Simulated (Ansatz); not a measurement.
# B3: the cost of one run

The runs use Ansatz 0.2.0, Gaussian basis; def2-QZVPP, core rule «outside noble gas», up to 3 orbitals frozen.

To be run: UHF; ROHF; CCSD(T) on UHF.

### Step 1. The system

The geometry is a PBE0/def2-TZVP stationary point (not a proven minimum).

3 atoms, charge 0, spin multiplicity 4.

Atoms are counted from 1 here; the program's logs count them from 0.

Bond lengths: B1–B2 1.522 Å, B2–B3 1.522 Å. Angles: B1–B2–B3 180.0°.

### Step 2. UHF

The input, in.yaml:

```yaml
crystal:
  periodic: [false, false, false]
  atoms:
    - {symbol: B, position_ang: [0.000000, 0.000000, 1.521500]}
    - {symbol: B, position_ang: [0.000000, 0.000000, 0.000000]}
    - {symbol: B, position_ang: [0.000000, 0.000000, -1.521500]}
basis:
  gaussian: {orbitals: "def2-QZVPP.json"}
magnetization: {spin_polarized: true, initial_magnetization: 3}
hamiltonian: {xc: hf}
output: {orbitals: {seedname: orbitals}}
```

Launch:

```console
> ansatz run in.yaml --threads 1 --pin off --events-out ev --progress --plain --max-ram 2393MiB
```

**Question.** How long does this run take on 1 thread of Arm Neoverse V2, shared host, and how much memory does it need?

About 16 s, with a peak of 0.31 GiB.
